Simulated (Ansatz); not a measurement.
The input, for Ansatz 0.2.0:

```yaml
crystal:
  periodic: [false, false, false]
  atoms:
    - {symbol: B, position_ang: [0.000000, 0.000000, 1.747860]}
    - {symbol: Ga, position_ang: [0.000000, 0.000000, -0.193124]}
    - {symbol: Ga, position_ang: [0.000000, 0.000000, -4.491124]}
    - {symbol: H, position_ang: [0.000000, 0.000000, 2.936388]}
basis:
  gaussian: {orbitals: cc-pVDZ}
magnetization: {spin_polarized: false, initial_magnetization: 2}
correlation: {method: sc_nevpt2, electrons: outside_noble_gas, active_space: {window: {electrons: 4, orbitals: 4}}}
```

```sh
$ ansatz run in.yaml --threads 1 --pin off --events-out ev --progress --plain --max-ram 2393MiB
```

Log:

```
825 factors; integrals over basis functions are off by at most 9.4e-4 eV
mean field evaluation 1: about -105347.6257 eV, gradient 1.6e1 eV
mean field evaluation 2: about -105347.6446 eV, gradient 1.6e1 eV
mean field evaluation 4: about -105349.2293 eV, gradient 7.3e0 eV
mean field evaluation 8: about -105349.8717 eV, gradient 2.7e0 eV
mean field evaluation 16: about -105350.0190 eV, gradient 2.0e-2 eV
mean field evaluation 32: about -105350.3398 eV, gradient 8.5e-7 eV
mean field evaluation 64: about -105348.0702 eV, gradient 2.6e-6 eV
mean field evaluation 96: about -105348.7074 eV, gradient 3.3e0 eV
mean field evaluation 128: about -105350.3085 eV, gradient 1.4e0 eV
mean field evaluation 160: about -105350.3397 eV, gradient 2.8e-2 eV
mean field evaluation 192: about -105350.3450 eV, gradient 2.9e-1 eV
mean field evaluation 224: about -105350.3473 eV, gradient 1.6e-2 eV
mean field evaluation 256: about -105350.2917 eV, gradient 1.7e0 eV
mean field evaluation 288: about -105347.6232 eV, gradient 9.8e0 eV
mean field evaluation 320: about -105348.9968 eV, gradient 6.1e-2 eV
mean field evaluation 352: about -105350.3398 eV, gradient 2.4e-6 eV
mean field -105350.34833952 eV, -3871.5538924463 hartree, gradient 4.3e-6 eV, S^2 2.000000; 23 other end points of the search recorded, 0 dependent functions left out
reference -105350.34833952 eV, -3871.5538924463 hartree; 35, 33 occupied and 38, 40 virtual orbitals, 825 factors
state -105350.83660901 eV, -3871.5718360194 hartree
state -105350.83660901 eV, -3871.5718360194 hartree; corrected -105354.61046992 eV, -3871.7105228496 hartree
state -105350.76835236 eV, -3871.5693276338 hartree
state -105350.76835236 eV, -3871.5693276338 hartree; corrected -105354.05834436 eV, -3871.6902326096 hartree
state -105350.83660901 eV, -3871.5718360194 hartree; corrected -105354.61046992 eV, -3871.7105228496 hartree
the orbitals are reached from a further start. From the first start the search ends at -105350.76791133 eV, -3871.5693114263 hartree
Total energy: -105354.61046992 eV, -3871.7105228496 hartree
```

Ran on 1 thread of Intel Xeon Platinum 8488C, shared host: 68 s wall, 0.32 GiB peak host memory.
